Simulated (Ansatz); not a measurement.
The same path of CH8Si2 + H2 (13 atoms, charge 0, multiplicity 1) was run twice with different band settings. Lost on the way: Si1–Si2, H12–H13. Made: Si1–H12, Si2–H13.

These are results of RKS PBE/6-31G* in Ansatz 0.2.0, not measurements.

Relaxed end points:

```xyz
13
Properties=species:S:1:pos:R:3
Si -0.031 0.410 0.117
Si -0.221 0.298 2.459
H -1.635 -0.001 2.874
H 0.661 -0.771 3.039
H 0.168 1.606 3.091
H 1.415 0.622 -0.239
C -1.095 1.797 -0.630
H -2.162 1.642 -0.397
H -0.798 2.780 -0.229
H -0.984 1.824 -1.727
H -0.434 -0.919 -0.464
H 1.700 -3.180 0.691
H 1.782 -2.907 1.385
```

```xyz
13
Properties=species:S:1:pos:R:3
Si 0.115 -0.302 -1.282
Si 0.189 -0.007 3.523
H -1.181 -0.419 3.076
H 0.507 -0.660 4.834
H 0.233 1.483 3.683
H 1.572 0.011 -1.477
C -0.813 1.195 -0.588
H -1.880 0.960 -0.439
H -0.392 1.504 0.383
H -0.745 2.054 -1.276
H -0.452 -0.713 -2.611
H 0.015 -1.478 -0.353
H 1.197 -0.426 2.496
```

Common settings: movable images 5; climbing image yes; spring 5.0 eV/Å²; optimiser quadratic models (default); start path through a guess of the saddle point; iteration limit 60; end points relaxed.

| run | force threshold |
| --- | --- |
| 1 | 0.05 eV/Å |
| 2 | 0.5 eV/Å |

(1) What does each run give, and how far can it be trusted?

Answers

(1) Run 1: converged after 16 iterations, highest image 2.971 eV above the first end. Neighbouring images differ by up to 2.4 eV, so the band resolves the path poorly. A vibrational analysis at the climbing image gives one clearly imaginary mode, 1488i cm⁻¹: a first-order saddle point.
Run 2: converged after 10 iterations, highest image 3.041 eV above the first end. The threshold of 0.5 eV/Å is loose, so the images may lie well off the minimum-energy path. Neighbouring images differ by up to 2.5 eV, so the band resolves the path poorly. The order of the stationary point at the top wasn't checked.
The orbitals stay closed-shell, which can raise the energy where a bond breaks towards radicals; this wasn't checked here.
